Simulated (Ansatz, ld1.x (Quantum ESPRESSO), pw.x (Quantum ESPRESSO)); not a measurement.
From atom to crystal: PAW potential for magnesium

```json
{
  "Element": "magnesium (Mg)",
  "Generator": "ld1.x (Quantum ESPRESSO) 7.5",
  "Type": "PAW",
  "Functional": "PBEsol",
  "Relativity": "scalar-relativistic",
  "Frozen core": "[Ne]",
  "Valence charge": "2",
  "Reference configuration": "3s1.75 3p0 (charge +0.25)",
  "Partial waves": "3s (bound): rcut 2.00, rcutus 2.30 bohr; 3s channel at 0.05 Ry: rcut 2.00, rcutus 2.30 bohr; 3p (bound, empty): rcut 3.00, rcutus 3.90 bohr; 3p channel at 3.6 Ry: rcut 3.00, rcutus 3.90 bohr; 3d channel at 0.05 Ry: rcut 2.65, rcutus 3.55 bohr; 3d channel at 0.6 Ry: rcut 2.65, rcutus 3.55 bohr",
  "Local potential": "all-electron potential smoothed inside 2.30 bohr (lloc = -1)",
  "Core correction": "a·sin(br)/r model core, default radius (core density twice the valence density)",
  "Augmentation charge": "PSQ, radius 2.10 bohr"
}
```

Atomic tests: cutoffs needed: 6 Ry and 6 Ry (the cutoffs (Ry, on a coarse ladder) from which the occupation-weighted sum of valence levels, in a spherical-Bessel basis at the reference potential, stays within 10 and 1 mRy of its value at 400 Ry); ghost test: no extra level below or beside the all-electron valence levels (s, p, d, f tested) (spherical-Bessel basis up to 400 Ry, 20 bohr box); largest excitation error: -9.3 meV (all-electron minus pseudo) for 3s0 3p1, out of 6 test configurations.

Crystal test: diamond Mg in pw.x 7.5, no spin, 8³ k-points, Fermi–Dirac smearing 0.01 Ry, cutoffs 40/320 Ry. The reference is all-electron LAPW (Ansatz 0.2.0) with the same functional, mesh and smearing; V0 and B0 come from Birch–Murnaghan fits to the pressures at five volumes. Errors are pseudo minus all-electron; Δ is the rms difference of the E(V) curves that follow from these fits, minima aligned, over ±6 % about the mean V0. Mesh and smearing are coarse, so the numbers serve the comparison and aren't converged zero-temperature values; the lattice is a test structure that the element need not adopt.

All-electron: a0 = 6.780 Å (V0 = 38.96 Å³/atom), B0 = 11.9 GPa.

Task: How far does the potential miss the all-electron equation of state?

Result: mean pressure error (GPa): -0.10; a0 (Å): 6.762; a0 error (%): -0.26; B0 error (%): +5.0; Δ (meV/atom): 0.8. The largest radius (3.90 bohr) exceeds half the bond length (2.77 bohr), so the spheres overlap, which is one possible source of error among others.

| V (Å³/atom) | P all-electron (GPa) | P pseudo (GPa) |
| --- | --- | --- |
| 37.049 | 0.66 | 0.58 |
| 38.024 | 0.30 | 0.21 |
| 38.999 | -0.01 | -0.11 |
| 39.974 | -0.29 | -0.39 |
| 40.949 | -0.54 | -0.64 |

Task: At the middle volume, how do free energy and pressure move when the wave cutoff is lowered (ecutrho held at 320 Ry)?

Result:

| cutoff (Ry) | shift of F (meV/atom) | shift of P (GPa) |
| --- | --- | --- |
| 18 | +0.3 | +0.00 |
| 24 | +0.1 | -0.00 |
| 32 | +0.0 | +0.00 |

The run at the middle volume (29 k-points, 7 iterations) took about 13 s on one core of a shared host (Neoverse-V2, 32 threads, 247 GiB, load 10).
